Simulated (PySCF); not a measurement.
Run record for `C/C=C(/C)F`: X3LYP/def2-TZVP, level shift 0.2 Eh, start guess sap, full TDDFT, 1 singlet.

Method: TDDFT X3LYP/def2-TZVP, vertical, gas phase, core orbitals frozen in the response (PySCF 2.14.0, density-fitted response routines). Geometry: GFN2-xTB. A driver script takes a list of jobs; this job's settings line and coordinates (Å) are shown.

Command:
```bash
OMP_NUM_THREADS=1 python probes_run.py task.json out
```

Input:
```
{"job": {"kind": "uv", "xc": "X3LYP", "basis": "def2-TZVP", "nstates": 1, "ntriplets": 2, "tda": false, "scf": {"level_shift": 0.2, "guess": "sap"}}, "charge": 0, "multiplicity": 1}
C      1.941185     0.125964     0.250157
C      0.553190    -0.413825     0.147744
C     -0.536182     0.310643    -0.049540
C     -1.945744    -0.160427    -0.160863
F     -0.434159     1.662335    -0.175746
H      1.945389     1.206421     0.137092
H      2.372084    -0.130627     1.217670
H      2.571886    -0.313733    -0.522124
H      0.440484    -1.482790     0.244547
H     -2.555199     0.307236     0.612128
H     -1.994174    -1.239032    -0.054892
H     -2.357563     0.127147    -1.128069
```

Question: What does the run print?

Answer: 
```
final grid: 94040 points
cycle   1  E = -251.0656835261  dE =  2.579e+00  |g| = 4.175e+00  |ddm| = 5.088e+01
cycle   2  E = -229.6063056105  dE =  2.146e+01  |g| = 8.415e+00  |ddm| = 5.099e+01
cycle   3  E = -255.8823521155  dE = -2.628e+01  |g| = 1.542e+00  |ddm| = 6.157e+00
cycle   4  E = -256.1706225428  dE = -2.883e-01  |g| = 1.355e+00  |ddm| = 2.100e+00
cycle   5  E = -256.4087801763  dE = -2.382e-01  |g| = 5.049e-01  |ddm| = 5.821e-01
cycle   6  E = -256.4593273883  dE = -5.055e-02  |g| = 1.322e-01  |ddm| = 5.111e-01
cycle   7  E = -256.4626298473  dE = -3.302e-03  |g| = 4.426e-02  |ddm| = 1.880e-01
cycle   8  E = -256.4631349254  dE = -5.051e-04  |g| = 1.063e-02  |ddm| = 4.339e-02
cycle   9  E = -256.4631694205  dE = -3.450e-05  |g| = 4.219e-03  |ddm| = 1.439e-02
cycle  10  E = -256.4631754718  dE = -6.051e-06  |g| = 1.638e-03  |ddm| = 6.895e-03
cycle  11  E = -256.4631764342  dE = -9.624e-07  |g| = 3.174e-04  |ddm| = 3.257e-03
cycle  12  E = -256.4631765087  dE = -7.448e-08  |g| = 9.989e-05  |ddm| = 1.166e-03
cycle  13  E = -256.4631765189  dE = -1.027e-08  |g| = 4.272e-05  |ddm| = 4.022e-04
cycle  14  E = -256.4631765205  dE = -1.581e-09  |g| = 2.194e-05  |ddm| = 1.407e-04
cycle  15  E = -256.4631765208  dE = -2.794e-10  |g| = 6.522e-06  |ddm| = 5.436e-05
level shift removed, Fock matrix diagonalised once more
converged SCF energy = -256.4631765208

Static polarisability (au): isotropic 50.505, principal 38.298 45.569 67.648

Singlet excitations
state   eV       nm        f      main configurations
  1   6.6001    187.9   0.00014   H->L+1 0.98

Triplet excitations (Tamm-Dancoff, eV): 4.5427 6.4044
```

H and L stand for HOMO and LUMO; the number after each pair is its weight.

Question: Give S1 in cm⁻¹ and kJ/mol.

Answer: 6.6001 eV × 8065.54 = 53233 cm⁻¹; × 96.485 = 636.8 kJ/mol.

Question: How does the lowest singlet excitation compare with the HOMO–LUMO gap?

Answer: HOMO -6.73 eV and LUMO 0.72 eV give a gap of 7.45 eV; S1 at 6.60 eV lies 0.85 eV below it.

In short: SCF converged in 15 cycles with 197 basis and 610 fitting functions; HOMO -6.73 eV, LUMO 0.72 eV; lowest singlet 6.60 eV; lowest triplet 4.54 eV (Tamm–Dancoff); mean polarisability 50.5 au.

On one thread, Arm Neoverse V2 (aarch64), shared host with 96 logical CPUs at a one-minute load of 38, this took 15 s of wall time and 0.87 GiB of memory at its peak.
